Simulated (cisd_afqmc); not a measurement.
Input (AFQMC/CISD/cc-pV(T+d)Z; cisd_afqmc is a phaseless AFQMC code with CISD trial states that reads the integrals written by Ansatz): A basis named .json is the Basis Set Exchange file of that set.

Ansatz 0.2 input:
```python
import cisd_afqmc

open("ham.yaml", "w").write("""\
crystal:
  periodic: [false, false, false]
  atoms:
    - {symbol: Si, position_ang: [-0.00000000, 0.00000000, 0.00000000]}
    - {symbol: F, position_ang: [0.90266225, 0.93537042, 0.87570554]}
    - {symbol: F, position_ang: [-0.88062488, -0.89967856, 0.93362490]}
    - {symbol: F, position_ang: [-0.92886781, 0.87391074, -0.91107725]}
    - {symbol: F, position_ang: [0.90683045, -0.90960260, -0.89825319]}
basis:
  gaussian:
    orbitals: cc-pV_T+d_Z.json
magnetization: {spin_polarized: false}
correlation: {method: ccsd, electrons: outside_noble_gas, hamiltonian_folder: ham}
""")
rep = cisd_afqmc.ansatz("ham.yaml")
e_ccsd = rep["correlation"]["coupled_cluster"]["energy"]["hartree"]
out = cisd_afqmc.run("ham", e_ccsd, trial="CISD", walkers=1000, populations=1, threads=12, dt=0.005, steps=40, early=24, settle=10, least=100,
    cut=5e-5, rank_cut=2e-4, target=0.0004, seconds=1500, seed=4, memory=62639, gpu=True)
```

Output:

```
orbitals 150, occupied [16], factors 853 of 992, rank of the doubles 709 of 2144
E(HF) = -687.157530
E(CCSD) on the cut factors = -688.266566, shift to the whole factors -0.000015
Energy of the trial state on the determinant = -688.266626
  tau behind 7.2 of longer steps, mean of the populations' last blocks
   2.0  -688.30149
   4.0  -688.30117
   6.0  -688.29745
   8.0  -688.29889
  10.0  -688.29877
  12.0  -688.30218
  14.0  -688.29839
  16.0  -688.29856
  18.0  -688.30060
  20.0  -688.29696
  22.0  -688.29875
  24.0  -688.30064
  26.0  -688.29997
  28.0  -688.29715
  30.0  -688.30014
  32.0  -688.29802
  34.0  -688.30182
blocks 160 (0 outliers left out), error by blocks joined: 1: 0.00029, 2: 0.00033, 4: 0.00037, 8: 0.00039
E(AFQMC/CISD) = -688.29935 +/- 0.00039
```
